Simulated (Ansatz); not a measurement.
## Bulk modulus of some hcp solids

Method: PBE-D4 (Ansatz, an electronic-structure program, PAW). References are measured values corrected to a static lattice. The table is a random draw of 8 from 11 solids with such references.

Values in GPa.

```tsv
solid	reference	PBE-D4	error (%)
hcp Ru	318 (318–336)	329	+3.5
hcp Cd	53.8§ (50.7–53.8)	50.5	-6.1
hcp Hf	110	109	-0.9
hcp Os	425	419	-1.4
hcp Co	193	231	+19.7
hcp Re	369	384	+4.1
hcp Tl	37.4¶	32.3	-13.6
hcp Tc	303	317	+4.6
```

Over these 8 solids the mean error is +1.2 %, the mean absolute error 6.7 % (median 4.3 %), and the worst case hcp Co at +19.7 %; the value is too high in 4 of 8 cases. Over all 11, from unrounded values, the mean error is +2.3 % and the mean absolute error 6.2 % (median 4.5 %).

All these references are brought to a static lattice.

Spin–orbit coupling is left out, also for the solids with elements from indium on (hcp Hf, hcp Os, hcp Re, hcp Tl); its size isn't shown.

§ marks references from which a value of another source on file, of any temperature and not printed here, differs by over 15 %.

¶ marks references of a special kind: hcp Tl, 37.4 GPa (measured, copied from a table, unchecked, extrapolated to 0 K and zero-point effects removed; as tabulated in Lejaeghere et al. (2013), arXiv:1204.2733).

In Ansatz's fits of the non-cubic solids, shape and atoms are relaxed at each volume.

Brackets give the range of the sources taken for a reference, where it is wide; it can hold other temperatures.

Differences are worked out from the printed values.

Each level is taken at its own relaxed cell. Ansatz's density-functional and Hartree–Fock values are scalar-relativistic unless marked +SOC, with PAW data made under PBE.

Ansatz's runs of these crystals have no spin polarisation, but for hcp Co.

Density-functional runs with spin start from parallel moments for hcp Co.

Not in this set, of the hcp solids with a reference value in our tables and a result at some level: 3 for sources at odds; 1 for a reference at room or unstated temperature; 1 for no value at PBE-D4 (not run, a failed fit, an unstable or unbound cell, or a value held back for tests). These can be a level's best or worst cases. Solids without a released value at any level aren't counted. Layered and molecular crystals are counted apart. The metals Ce to Yb are counted apart.

References as tabulated in doi:10.1021/acs.jctc.3c00612; Lejaeghere et al. (2013), arXiv:1204.2733.
